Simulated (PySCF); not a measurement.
These 3 structures share the formula C3H4O4. Theory: PySCF, PBE0-D3(BJ)/def2-SVP geometry optimisation, gas phase. One conformer each; no zero-point energy, no entropy. No frequencies were run at this level. Point groups hold within 0.08 Å.

Question: Order them by energy at this level, lowest first, and give relative energies in kcal/mol.
A. `[O:1]=[CH:2][O:3][CH2:4][C:5](=[O:6])[OH:7]` with O1–C2–O3–C4 -4°, C2–O3–C4–C5 -77°, O3–C4–C5–O6 -1°, C4–C5–O7–H 180°
B. `[O:1]=[CH:2][O:3][CH2:4][O:5][CH:6]=[O:7]` with O1–C2–O3–C4 2°, C2–O3–C4–O5 86°, O3–C4–O5–C6 88°, C4–O5–C6–O7 2°
C. `[O:1]=[C:2]([OH:3])[CH2:4][C:5](=[O:6])[OH:7]` with O1–C2–O3–H 0°, O1–C2–C4–C5 37°, C2–C4–C5–O6 54°, C4–C5–O7–H -179°

Answer: C (0.0), A (13.9), B (25.7).

As drawn, the lowest has an O–H bond, which the highest lacks.

| SMILES | E (Eh) | E rel (kcal/mol) | dipole (D) | point group | A, B, C (MHz) |
| --- | --- | --- | --- | --- | --- |
| O=C(O)CC(=O)O | -416.90581 | 0.0 | 2.29 | near C2 | 5809, 1624, 1567 |
| O=COCC(=O)O | -416.88372 | 13.9 | 2.34 | C1 | 5431, 1848, 1760 |
| O=COCOC=O | -416.86488 | 25.7 | 0.14 | – | 8088, 1507, 1398 |
